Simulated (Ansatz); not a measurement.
Basis sets compared for AlH2(SiH3) (AlSiH5). Charge 0, multiplicity 1. Geometry r2SCAN-D4/def2-TZVP. Ansatz on 4 threads of AMD EPYC 9B14 on a shared host; times are rough, and most runs start from earlier orbitals.

```xyz
7

Al    1.2752   -0.5653    0.2043
H     1.6266   -1.2870    1.5740
H     2.3668   -0.5360   -0.9480
Si   -0.9374    0.4447   -0.1423
H    -0.9088    1.5857   -1.0999
H    -1.5538    0.9317    1.1236
H    -1.8687   -0.5738   -0.7118
```

Binding counts from free atoms (Al doublet, H doublet, Si triplet) in the same basis, without a counterpoise term.

| level | functions | energy (Eh) | HOMO (eV) | LUMO (eV) | binding per atom (eV) | wall time |
| --- | --- | --- | --- | --- | --- | --- |
| PBE-D4/def2-SVP | 61 | -534.4182 | -6.56 | -2.87 | 2.56 | 0.25 s |
| PBE0-D4/def2-SVP | 61 | -534.4793 | -7.66 | -2.12 | 2.57 | 0.25 s |

(1) Estimate the rows for PBE-D4/def2-TZVP, PBE0-D4/def2-TZVP.

## Answers

(1) 
| level | functions | energy (Eh) | HOMO (eV) | LUMO (eV) | binding per atom (eV) | wall time |
| --- | --- | --- | --- | --- | --- | --- |
| PBE-D4/def2-TZVP | 104 | -534.6084 | -6.55 | -2.88 | 2.57 | 0.35 s |
| PBE0-D4/def2-TZVP | 104 | -534.6665 | -7.62 | -2.12 | 2.58 | 0.55 s |
